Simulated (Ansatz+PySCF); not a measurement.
Two shapes of triplet CH2.

Shape 1:

```xyz
3

C     0.0000    0.0000   -0.1059
H     0.0000    1.0040    0.3178
H     0.0000   -1.0040    0.3178
```

Shape 2:

```xyz
3

C     0.0000    0.0000   -0.1144
H     0.0000    1.0843    0.3432
H     0.0000   -1.0843    0.3432
```

Basis set: def2-SVP (spherical functions). Correlated methods keep 1 orbital frozen. Correlation on ROHF uses semicanonical orbitals with singles. Charge 0, multiplicity 3.

Computed with Ansatz (development build ahead of 0.2.0); each method stands on the lowest determinant of its kind that the runs found.

(1) Which shape is lower in energy, and by how much in each method?

Results:

(1)

| method | E(2) − E(1) (eV) |
| --- | --- |
| ROHF | 0.312 |
| UHF | 0.308 |
| UHF-MP2 | 0.267 |
| UHF-CCSD | 0.239 |
| ROHF-CCSD(T) | 0.233 |

Shape 1 is lower.
